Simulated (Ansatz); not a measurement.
Geometry optimisation, Ansatz, UKS PBE-D4/def2-SVP.

Input file:

```yaml
crystal:
  periodic: [false, false, false]
  atoms:
    - { symbol: H, position_ang: [-0.3026, -0.3816, 0.3495] }
    - { symbol: C, position_ang: [0.887, -0.078, -0.3006] }
    - { symbol: C, position_ang: [1.8956, 0.1778, -0.8837] }
    - { symbol: "N", position_ang: [-1.5457, -0.3635, 0.8465] }
    - { symbol: H, position_ang: [2.8052, 0.4128, -1.3627] }
    - { symbol: H, position_ang: [-2.1429, -0.2981, 0.0245] }
    - { symbol: H, position_ang: [-1.5965, 0.5306, 1.3265] }
magnetization:
  spin_polarized: true
  initial_magnetization: 1
basis:
  gaussian: { orbitals: def2-SVP }
hamiltonian:
  xc: pbe
  dispersion: d4
relax:
  f_tol: 0.15
  max_steps: 25
  restrain:
    - { distance: [0, 3], at: 2.32, k: 30.0 }
    - { distance: [1, 0], at: 1.07, k: 30.0 }
```

Run as:

```bash
$ ansatz run input.yaml --threads 2 --pin off --max-ram 3072MiB --backend cpu --events-out ev --progress --plain --runs-dir out
```

Q: Where does it end, and by what steps?

A: It converged. The restraints hold the end off the free minimum. After 7 steps the energy has fallen by 0.624 eV (the restraints' own energy left out); H1 moved furthest, 0.67 Å. Joined: H1–C2.

```json
{"step": "0", "energy less start (eV)": "0.0000", "largest force component (eV/Å)": "4.790", "accepted": "yes"}
{"step": "1", "energy less start (eV)": "-0.4131", "largest force component (eV/Å)": "1.442", "accepted": "yes"}
{"step": "2", "energy less start (eV)": "-0.3583", "largest force component (eV/Å)": "2.919", "accepted": "yes"}
{"step": "3", "energy less start (eV)": "-0.5374", "largest force component (eV/Å)": "0.546", "accepted": "yes"}
{"step": "4", "energy less start (eV)": "-0.5430", "largest force component (eV/Å)": "1.544", "accepted": "yes"}
{"step": "5", "energy less start (eV)": "-0.5289", "largest force component (eV/Å)": "1.697", "accepted": "no"}
{"step": "6", "energy less start (eV)": "-0.6127", "largest force component (eV/Å)": "0.335", "accepted": "yes"}
{"step": "7", "energy less start (eV)": "-0.6237", "largest force component (eV/Å)": "0.371", "accepted": "yes"}
```

```xyz
7
Properties=species:S:1:pos:R:3
H 0.321 -0.585 0.232
C 1.179 -0.239 -0.325
C 2.131 0.180 -0.964
N -1.870 -0.253 0.904
H 2.978 0.545 -1.528
H -2.634 -0.229 0.193
H -2.104 0.581 1.488
```

Whether the end is a true minimum wasn't checked by a vibrational analysis.

Time of the run: 7.3 s on 2 threads of Arm Neoverse V2 (shared host), peak memory 0.12 GiB.
